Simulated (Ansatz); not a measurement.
Two isomers of C4H7NO: A = `CN/C=C/C=O`, B = `C=COC(=C)N`.

Computed with Ansatz on PBE0-D4/def2-TZVP structures; ΔE is electronic, products minus reactants. CCSD(T)/CBS adds triple-zeta CCSD(T) − MP2 to the extrapolated MP2 energy (def2 sets, frozen cores). Functionals use def2-TZVPP. B3LYP here is the variant with VWN-RPA as its local correlation; programs differ in this. One conformer a species, not always the lowest.

Which is lower in electronic energy at CCSD(T)/CBS, and by how much? (An estimate is asked.)

Computed: A, by 59.9 kJ/mol.

Give E(B) − E(A) in kJ/mol with ωB97M-V, MP2/def2-TZVPP, B3LYP-D4, CCSD/def2-TZVPP, PBE-D4, B3LYP, r2SCAN-D4. (An estimate is asked.)

Computed: ωB97M-V 60.6, MP2/def2-TZVPP 69.4, B3LYP-D4 72.5, CCSD/def2-TZVPP 60.1, PBE-D4 78.7, B3LYP 75.4, r2SCAN-D4 74.2. None reverses the order clearly.

Largest T1 diagnostic: 0.015.

From PBE to PBE0 (25 % exact exchange), in def2-TZVPP and without D4, E(B) − E(A) moves by −5.8 kJ/mol.
